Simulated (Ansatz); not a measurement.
The same path of H4Si + H6Si2 (13 atoms, charge 0, multiplicity 1) was run 3 times with different band settings. Lost on the way: Si1–H2, Si9–H13. Made: Si1–Si9, H2–H13.

Computed with RKS PBE/6-31G* (Ansatz 0.2.0).

Relaxed end points:

```xyz
13
Properties=species:S:1:pos:R:3
Si 0.721 -0.120 -0.060
H 0.916 -0.451 1.392
Si 2.794 0.058 -1.148
H 3.554 -1.233 -1.047
H 2.605 0.381 -2.603
H 3.626 1.144 -0.528
H -0.044 1.170 -0.148
H -0.116 -1.201 -0.680
Si -3.516 0.050 1.550
H -3.578 -0.785 0.308
H -4.648 -0.320 2.460
H -3.622 1.499 1.182
H -2.213 -0.193 2.249
```

```xyz
13
Properties=species:S:1:pos:R:3
Si -0.652 0.107 -1.263
H 0.879 0.383 3.161
Si 1.552 -0.125 -0.474
H 1.729 -1.464 0.180
H 2.546 -0.011 -1.594
H 1.864 0.937 0.542
H -0.808 1.445 -1.935
H -0.919 -0.947 -2.305
Si -2.235 -0.092 0.467
H -3.637 -0.038 -0.072
H -2.056 -1.398 1.188
H -2.068 1.021 1.462
H 0.285 0.182 3.574
```

Common settings: movable images 7; climbing image yes; spring 5.0 eV/Å²; force threshold 0.05 eV/Å; end points relaxed.

| run | optimiser | start path | iteration limit |
| --- | --- | --- | --- |
| 1 | quadratic models (default) | through a guess of the saddle point | 54 |
| 2 | quadratic models (default) | straight line | 44 |
| 3 | fire | through a guess of the saddle point | 34 |

What does each run give, and how far can it be trusted?

Run 1: converged after 42 iterations, highest image 3.013 eV above the first end. Neighbouring images differ by up to 2.9 eV, so the band resolves the path poorly. A vibrational analysis at the climbing image gives one clearly imaginary mode, 1582i cm⁻¹: a first-order saddle point.
Run 2: converged after 39 iterations, highest image 3.132 eV above the first end. Neighbouring images differ by up to 3.1 eV, so the band resolves the path poorly. The order of the stationary point at the top wasn't checked.
Run 3: not converged after 34 iterations, highest image 3.545 eV above the first end. The band didn't meet its force threshold, so its energies are provisional: the largest band force was still 0.60 eV/Å, and over the last iterations the top moved between 3.55 and 3.62 eV.
The orbitals stay closed-shell, which can raise the energy where a bond breaks towards radicals; this wasn't checked here.
